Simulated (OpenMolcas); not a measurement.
**What C3H9P (trimethylphosphine) costs in OpenMolcas**

C3H9P has 13 atoms, charge 0, and is taken as a singlet. SMILES: `CP(C)C`. The shape is that of a PBE0-D4/def2-TZVP optimisation.

| atom | x (Å) | y (Å) | z (Å) |
| --- | --- | --- | --- |
| C | -0.5078 | 1.4246 | -0.5800 |
| P | 0.6437 | -0.0073 | -0.6576 |
| C | 1.1898 | -0.0473 | 1.0981 |
| C | -0.5814 | -1.3785 | -0.6209 |
| H | -1.0491 | 1.5092 | -1.5248 |
| H | 0.0635 | 2.3453 | -0.4425 |
| H | -1.2316 | 1.3321 | 0.2355 |
| H | 0.3469 | -0.0343 | 1.7959 |
| H | 1.7816 | -0.9479 | 1.2758 |
| H | 1.8296 | 0.8143 | 1.3010 |
| H | -0.0592 | -2.3317 | -0.5133 |
| H | -1.1275 | -1.4053 | -1.5663 |
| H | -1.2984 | -1.2732 | 0.1991 |

Program: OpenMolcas 26.06. Hardware: 1 thread of Arm Neoverse V1, shared host, so times are rough. Two-electron integrals are exact unless an approximation is named.

Problem. Estimate their order by wall time, quickest first.
A. energy at B2PLYP/6-31G* (spherical functions), 8 core orbitals frozen, grid UltraFine
B. gradient at HF/3-21G
C. gradient at HF/6-31G* (spherical functions)

Solution. B (3 s), C (7.5 s), A (28 s).
